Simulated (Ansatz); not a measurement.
# Yb (fcc): energy against volume

Level of theory: DFT, RPBE, plane waves (420 eV) with PAW, scalar-relativistic in Ansatz. The PAW files were generated under PBE, with cores re-solved for the functional.

The cell is scaled uniformly from the relaxed one, with fractional coordinates and shape fixed. Energies are extrapolated to zero smearing, pressures are those at the given smearing. Magnetic state: spin not included.

A Birch-Murnaghan fit gives V₀ = 38.75 Å³/atom, B₀ = 16.0 GPa, B₀′ = 3.6.

(1) What are the energy above the minimum and the pressure at 35.799 Å³/atom?

(2) What are the energy above the minimum and the pressure at 37.356 Å³/atom?

(3) What are the energy above the minimum and the pressure at 40.469 Å³/atom?

Results:

(1) 12.6 meV/atom and 1.56 GPa as computed.

(2) 2.6 meV/atom and 0.73 GPa as computed.

(3) 3.6 meV/atom and -0.56 GPa as computed.
